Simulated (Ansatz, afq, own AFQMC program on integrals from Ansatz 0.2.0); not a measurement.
**Where AFQMC and coupled cluster stand for BO, doublet**

| atom | x (Å) | y (Å) | z (Å) |
| --- | --- | --- | --- |
| B | 0.0000 | 0.0000 | 0.0000 |
| O | 0.0000 | 0.0000 | 2.1670 |

Basis 6-31G. Only valence electrons are correlated. Ansatz 0.2.0 and our own AFQMC program on the same integrals; the CISD trial comes from CCSD amplitudes, and released means the phaseless constraint is let go. Uncertainties: one standard error, sampling alone.

Determinant: UHF, the one that the program's search chose, which needn't be the lowest solution. The geometry is a point of a scan.

Full CI on the same integrals is exact in this basis and with this determinant's frozen core.

Cautions: strong correlation (T1 0.098, weight of the determinant 0.71, largest double 0.16); unrestricted determinant spin contaminated (⟨S²⟩ 1.31 against 0.75); CCSD(T) is in doubt: in a space of 9 electrons in 8 natural orbitals full CI lies 108 meV below it; the released energies are still falling, so no released level is given (meV from the phaseless value at times in 1/Eh: -4 ± 6 at 0.24, -23 ± 10 at 0.51, -18 ± 7 at 0.99, -25 ± 12 at 1.62, -50 ± 15 at 2.40), though the last usable value meets full CI within the noise.

* T1 diagnostic: 0.0977
* weight of the determinant in the CISD state: 0.712
* ⟨S²⟩ of the determinant: 1.313
* size of the correlated space: 9 electrons in 16 orbitals

```
  level  correlation energy (eV)
    MP2                  -2.7303
   CCSD                  -4.1808
CCSD(T)                  -4.2947
```

**Question.** Estimate where phaseless AFQMC with a CISD trial lies against CCSD(T) on the same integrals.

**Answer.** 2.15 ± 0.29 mEh below CCSD(T).

Reference: full CI, correlation energy -4.396 eV. The cautions show a poor starting determinant, so the rows tell how each method copes with it here, and full CI is the sure value.

| level | E − E(reference) (mEh) | share of correlation (%) |
| --- | --- | --- |
| CCSD(T) | 3.72 | 97.70 |
| CCSDT | 0.53 | 99.67 |
| CCSDT(Q) | -0.95 | 100.59 |
| CCSDTQ | -0.04 | 100.03 |
| ph-AFQMC/CISD | 1.57 ± 0.29 | 99.03 |

CCSDT and higher add their correlation energy to the determinant of the CCSD(T) run, since their own runs factorise the integrals more tightly (a shift of under 2 meV). A walk keeps the symmetry of its determinant, which the program's search chose and which needn't be the lowest solution, so a lower state of the same spin and another symmetry isn't excluded.
